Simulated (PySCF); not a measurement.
## Exact simulation of a proton spin system

Molecule: SMILES C=CC#CC, C₅H₆.

Molfile (atoms numbered from 1):
```
C5H6
     RDKit          3D

 11 10  0  0  0  0  0  0  0  0999 V2000
   -2.5202    0.1902   -0.2704 C   0  0  0  0  0  0  0  0  0  0  0  0
   -1.4584   -0.5542   -0.5789 C   0  0  0  0  0  0  0  0  0  0  0  0
   -0.1280   -0.2633   -0.1862 C   0  0  0  0  0  0  0  0  0  0  0  0
    1.0151   -0.0469    0.1291 C   0  0  0  0  0  0  0  0  0  0  0  0
    2.3864    0.2208    0.5109 C   0  0  0  0  0  0  0  0  0  0  0  0
   -2.4244    1.0937    0.3198 H   0  0  0  0  0  0  0  0  0  0  0  0
   -3.5108   -0.0923   -0.6044 H   0  0  0  0  0  0  0  0  0  0  0  0
   -1.5942   -1.4547   -1.1734 H   0  0  0  0  0  0  0  0  0  0  0  0
    2.4307    0.8015    1.4356 H   0  0  0  0  0  0  0  0  0  0  0  0
    2.9378   -0.7094    0.6688 H   0  0  0  0  0  0  0  0  0  0  0  0
    2.9044    0.7887   -0.2667 H   0  0  0  0  0  0  0  0  0  0  0  0
  1  2  2  0
  2  3  1  0
  3  4  3  0
  4  5  1  0
  1  6  1  0
  1  7  1  0
  2  8  1  0
  5  9  1  0
  5 10  1  0
  5 11  1  0
M  END
```

PySCF 2.14 calculation with geometry from PBE0-D3(BJ)/def2-TZVP, couplings computed with B3LYP/pcJ-2 (without the spin–dipole term) and σ from GIAO-B97-2/pcSseg-2; gas phase, single conformer, non-relativistic Hamiltonian, averaged over atoms made equivalent by symmetry, fast rotation or ring inversion.

Chemical shifts δ = σref − σ; ¹H against TMS, all at this level.

Shifts (ppm): H6 5.82, H7 5.62, H8 6.11, H9/H10/H11 2.04.
Couplings (Hz): H6–H7: 3.1; H6–H8: 19.1; H6–H9, H6–H10, H6–H11: -1.2; H7–H8: 13.4; H7–H9, H7–H10, H7–H11: -1.1; H8–H9, H8–H10, H8–H11: 3.5; H9–H10, H9–H11, H10–H11: -18.3.

The 6-spin Hamiltonian (Zeeman plus full scalar coupling among like nuclei) was diagonalised exactly; lines are Lorentzian, 0.4 Hz wide, and the maxima above 3 % are listed with the tallest set to 100.

**Question.** Give the ¹H peak list of this spin system at 90 MHz.

**Answer.** 
| Hz | ppm | height |
| --- | --- | --- |
| 571.1 | 6.346 | 4 |
| 568.0 | 6.311 | 4 |
| 559.1 | 6.212 | 6 |
| 556.2 | 6.180 | 5 |
| 555.1 | 6.168 | 4 |
| 552.0 | 6.133 | 13 |
| 548.9 | 6.099 | 13 |
| 545.9 | 6.066 | 4 |
| 542.9 | 6.032 | 8 |
| 540.0 | 5.999 | 24 |
| 537.1 | 5.968 | 26 |
| 534.6 | 5.939 | 11 |
| 534.1 | 5.934 | 7 |
| 533.2 | 5.925 | 14 |
| 532.3 | 5.914 | 14 |
| 531.4 | 5.904 | 5 |
| 528.5 | 5.872 | 31 |
| 527.9 | 5.865 | 29 |
| 527.1 | 5.857 | 11 |
| 515.1 | 5.723 | 3 |
| 514.2 | 5.713 | 13 |
| 513.3 | 5.703 | 25 |
| 512.4 | 5.693 | 22 |
| 511.4 | 5.682 | 8 |
| 509.1 | 5.657 | 7 |
| 508.6 | 5.651 | 15 |
| 507.9 | 5.643 | 14 |
| 507.2 | 5.635 | 5 |
| 503.0 | 5.588 | 3 |
| 501.6 | 5.573 | 9 |
| 500.3 | 5.559 | 10 |
| 499.1 | 5.545 | 4 |
| 497.7 | 5.530 | 3 |
| 496.8 | 5.520 | 8 |
| 495.9 | 5.509 | 9 |
| 494.9 | 5.499 | 3 |
| 185.8 | 2.064 | 48 |
| 185.2 | 2.057 | 100 |
| 184.2 | 2.047 | 55 |
| 183.0 | 2.033 | 56 |
| 182.1 | 2.023 | 69 |
| 181.1 | 2.012 | 49 |

**Question.** And at 600 MHz?

**Answer.** 
```csv
Hz,ppm,height
3688.2,6.147,4
3684.7,6.141,11
3681.2,6.135,11
3677.7,6.130,4
3674.8,6.125,4
3671.3,6.119,12
3669.1,6.115,5
3667.8,6.113,12
3665.6,6.109,13
3664.4,6.107,4
3662.1,6.103,13
3658.6,6.098,5
3655.7,6.093,5
3652.2,6.087,15
3648.7,6.081,15
3645.2,6.075,5
3504.4,5.841,5
3503.2,5.839,14
3502.0,5.837,14
3501.2,5.835,7
3500.9,5.835,7
3500.1,5.833,15
3498.9,5.832,15
3497.7,5.830,5
3485.3,5.809,4
3484.1,5.807,11
3482.9,5.805,12
3482.2,5.804,6
3481.8,5.803,6
3481.0,5.802,12
3479.8,5.800,12
3478.6,5.798,4
3381.7,5.636,5
3380.6,5.634,14
3379.5,5.633,14
3378.5,5.631,9
3377.5,5.629,14
3376.4,5.627,13
3375.3,5.626,5
3368.4,5.614,5
3367.3,5.612,13
3366.2,5.610,13
3365.2,5.609,8
3364.1,5.607,12
3363.1,5.605,12
3362.0,5.603,4
1226.9,2.045,53
1225.8,2.043,100
1224.6,2.041,56
1223.4,2.039,56
1222.2,2.037,100
1221.1,2.035,53
```

**Question.** Among coupled protons with different shifts, which pair is furthest from first order, and how does the field change that?

**Answer.** H6 and H8: Δν/J is about 1.4 at 90 MHz (strongly coupled) and 9.1 at 600 MHz (intermediate, with clear roofing). J in Hz doesn't depend on the field, while Δν in Hz grows in proportion to it.
